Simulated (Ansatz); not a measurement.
Two isomers of C4H7FO: A = `C/C=C(\F)OC`, B = `C/C(=C/F)CO`.

Calculated with Ansatz (gas phase, PBE0-D4/def2-TZVP geometries, no zero-point term in ΔE). CBS: MP2 limit from def2 TZ/QZ plus the TZ coupled-cluster correction, frozen cores. Double bonds are as drawn, so ΔE can hold a change between cis and trans. Functionals use def2-TZVPP. B3LYP here is the variant with VWN-RPA as its local correlation; programs differ in this. One conformer a species, not always the lowest.

Problem. Which isomer does CCSD(T)/CBS put lower? Give the gap. (Best estimate.)

Solution. Computed: B, by 18.5 kJ/mol.

Problem. Give E(B) − E(A) in kJ/mol with HF/def2-TZVPP, CCSD/def2-TZVPP, MP2/def2-TZVPP, ωB97M-V, PBE-D4, B3LYP, CCSD(T)/def2-TZVPP. (Best estimate.)

Solution. Ansatz gave: HF/def2-TZVPP -4.6, CCSD/def2-TZVPP -15.4, MP2/def2-TZVPP -18.3, ωB97M-V -11.7, PBE-D4 -10.0, B3LYP -6.1, CCSD(T)/def2-TZVPP -15.7. None reverses the order clearly.

Largest T1 diagnostic: 0.011.

In def2-TZVPP, CCSD(T) changes the Hartree–Fock value by −11.1 kJ/mol (the triples alone add −0.3 kJ/mol) and MP2 by −13.7 kJ/mol.
